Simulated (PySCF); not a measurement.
methyl formate cation (C2H4O2), SMILES COC=O (connectivity only; charge and spin as stated), charge +1, multiplicity 2. Atoms are numbered in the order given.

```xyz
8

C     -0.3844    -1.4525     0.0000
O      0.6960    -0.4241     0.0000
C      0.4530     0.8075     0.0000
O     -0.6857     1.3462     0.0000
H     -0.9778    -1.3188    -0.9143
H      0.1571    -2.4027     0.0000
H     -0.9778    -1.3188     0.9143
H      1.3047     1.5327     0.0000
```
Charge +1, spin multiplicity 2.

Geometry optimised at B3LYP-D3(BJ)/def2-SVP. The spin state was assumed, not searched. The values are those of a single conformer.

All values below come from PBE/pcH-1 (PySCF).

Unrestricted Kohn–Sham, ⟨S²⟩ = 0.753. Hyperfine tensors hold the contact and dipolar terms, without spin-orbit corrections.

**Question.** Estimate the hyperfine couplings. (Estimate from the structure and the level; the computed values follow.)

**Answer.** 
```json
[
 {"nucleus": "13C no. 1", "A(iso) (MHz)": "2.1", "A(iso) (G)": "0.8", "dipolar principal values (MHz)": "-1.4, -1.1, 2.6"},
 {"nucleus": "17O no. 2", "A(iso) (MHz)": "0.1", "A(iso) (G)": "0.1", "dipolar principal values (MHz)": "-29.9, 11.9, 18.1"},
 {"nucleus": "13C no. 3", "A(iso) (MHz)": "-36.1", "A(iso) (G)": "-12.9", "dipolar principal values (MHz)": "-13.2, 1.5, 11.8"},
 {"nucleus": "17O no. 4", "A(iso) (MHz)": "-28.2", "A(iso) (G)": "-10.0", "dipolar principal values (MHz)": "-267.7, 127.0, 140.7"},
 {"nucleus": "1H no. 5", "A(iso) (MHz)": "-1.5", "A(iso) (G)": "-0.5", "dipolar principal values (MHz)": "-3.8, -2.8, 6.6"},
 {"nucleus": "1H no. 6", "A(iso) (MHz)": "4.7", "A(iso) (G)": "1.7", "dipolar principal values (MHz)": "-2.2, -1.0, 3.1"},
 {"nucleus": "1H no. 7", "A(iso) (MHz)": "-1.5", "A(iso) (G)": "-0.5", "dipolar principal values (MHz)": "-3.8, -2.8, 6.6"},
 {"nucleus": "1H no. 8", "A(iso) (MHz)": "204.9", "A(iso) (G)": "73.1", "dipolar principal values (MHz)": "-11.0, -3.3, 14.3"}
]
```

**Question.** And the g tensor (effective nuclear charges for spin-orbit coupling, GIAO)? (The exact figures need the calculation; the answer reports its results.)

**Answer.** principal values 2.0027, 2.0129, 2.0149; isotropic 2.0102.
